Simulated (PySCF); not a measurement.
# C3H5FO (epifluorohydrin): the cost of one run

Computed with PySCF 2.14.0, with density-fitted response routines of our own, on a single molecule in the gas phase. Atoms are numbered from 0 throughout.

### 1 The molecule as given

10 atoms, charge 0, multiplicity 1; geometry from: PBE0-D3(BJ)/def2-SVP.

Bonds of the start (Å): F0–C1 1.37, C1–C2 1.50, C2–C3 1.46, C3–O4 1.41, O4–C2 1.41, C1–H5 1.10, C1–H6 1.10, C2–H7 1.10, C3–H8 1.10, C3–H9 1.10.

### 2 Nuclear shieldings: PBE0/6-31G*

What the job is given:

```
{"job": {"kind": "nmr", "xc": "PBE0", "basis": "6-31G*", "pop": true}, "charge": 0, "multiplicity": 1}
F      1.949405     0.264475     0.844449
C      1.198935     0.148040    -0.295951
C     -0.233016     0.494569    -0.006776
C     -1.202770    -0.537145     0.357160
O     -1.168804     0.013361    -0.941998
H      1.257268    -0.885013    -0.678777
H      1.610797     0.826360    -1.063152
H     -0.403685     1.521929     0.346193
H     -0.872966    -1.580905     0.442285
H     -2.074523    -0.267250     0.966019
```

Level: GIAO PBE0/6-31G* NMR shielding, non-relativistic, gas phase.

Launch:

```sh
> OMP_NUM_THREADS=1 python probes_run.py task.json out
```

One launch serves the whole session: the jobs run in the order shown.

**Question.** How long does this first job take on 1 thread of Intel Xeon Platinum 8259CL at 2.50GHz, shared host, and how much memory does it need?

About 6.6 s, with a peak of 0.45 GiB.
